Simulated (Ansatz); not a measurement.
The same path of CH3SSi (6 atoms, charge 0, multiplicity 2) was run twice with different band settings. Lost on the way: Si2–H6. Made: C1–H6.

These are results of UKS PBE0-D4/6-31G* in Ansatz 0.2.0, not measurements.

Relaxed end points:

```xyz
6
Properties=species:S:1:pos:R:3
C -0.538 -0.923 -0.144
Si 0.496 0.478 0.224
S -1.460 0.484 -0.669
H -0.738 -1.959 -0.372
H 1.623 0.906 -0.642
H 0.617 1.014 1.602
```

```xyz
6
Properties=species:S:1:pos:R:3
C -0.300 -0.430 0.493
Si 0.762 0.939 -0.202
S -1.294 0.732 -0.581
H -0.248 -1.444 0.099
H 1.663 0.593 -1.351
H -0.583 -0.390 1.543
```

Common settings: movable images 9; climbing image yes; optimiser quadratic models (default); start path through a guess of the saddle point; force threshold 0.05 eV/Å; end points relaxed.

| run | spring | iteration limit |
| --- | --- | --- |
| 1 | 5.0 eV/Å² | 38 |
| 2 | 2.0 to 10.0 eV/Å², energy-weighted | 46 |

(1) What does each run give, and how far can it be trusted?

Answers

(1) Run 1: converged after 24 iterations, highest image 1.887 eV above the first end. A vibrational analysis at the climbing image gives one clearly imaginary mode, 870i cm⁻¹: a first-order saddle point.
Run 2: converged after 19 iterations, highest image 1.887 eV above the first end. Another band between the same ends (9 images) ends at a top of the same energy, where a vibrational analysis finds 1 clearly imaginary mode.
